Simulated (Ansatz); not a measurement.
Species: S₂, charge 0, triplet. S2 (SMILES S=S, triplet).
B3LYP-D3(BJ)/def2-TZVP minimum from Ansatz (an electronic-structure program):
```xyz
2

S      0.0000     0.0000    -0.9518
S      0.0000     0.0000     0.9518
```
Charge 0, spin multiplicity 3.

Wanted: atomisation energy (electronic, to ground-state atoms), in kJ/mol. Radicals and triplets start from unrestricted determinants; spin-orbit coupling is neglected. CBS(X,Y): correlation extrapolated as X^-3, Hartree-Fock from the larger set (Q,5: extrapolated as (X+1)exp(-9√X)). A bracket is a step between two methods taken in the basis named. Functionals run without relativity, which enters their misses. '+ core + X2C': CCSD(T) terms for core correlation (cc-pwCVTZ, 1s frozen past Ne) and scalar relativity (cc-pVTZ-DK). The UHF reference of S2 (S=S, triplet) is spin-contaminated (<S^2> up to 0.06 over the pure value in the sets run).

CCSD(T)/CBS(cc-pV(Q+d)Z,cc-pV(5+d)Z) + [CCSDT(Q) - CCSD(T)]/cc-pV(Q+d)Z + [CCSDTQ - CCSDT(Q)]/cc-pV(D+d)Z + core + X2C (Ansatz) gives 435.6 kJ/mol.

**Question.** How far off this value is PBE/def2-TZVPD (Ansatz), in which direction, and which of these levels come nearer: r2SCAN/def2-TZVPD, B3LYP/def2-TZVPD, wB97M-V/def2-TZVPD, CCSD(T)/CBS(cc-pV(Q+d)Z,cc-pV(5+d)Z) + core + X2C?

**Answer.** PBE gives 482.6 kJ/mol, 47.0 kJ/mol above it. Differences of the others: r2SCAN/def2-TZVPD (Ansatz) 29.7; B3LYP/def2-TZVPD (Ansatz) -3.1; wB97M-V/def2-TZVPD (Ansatz) 4.6; CCSD(T)/CBS(cc-pV(Q+d)Z,cc-pV(5+d)Z) + core + X2C (Ansatz) -1.9 kJ/mol. Nearer than PBE: r2SCAN/def2-TZVPD, B3LYP/def2-TZVPD, wB97M-V/def2-TZVPD, CCSD(T)/CBS(cc-pV(Q+d)Z,cc-pV(5+d)Z) + core + X2C.
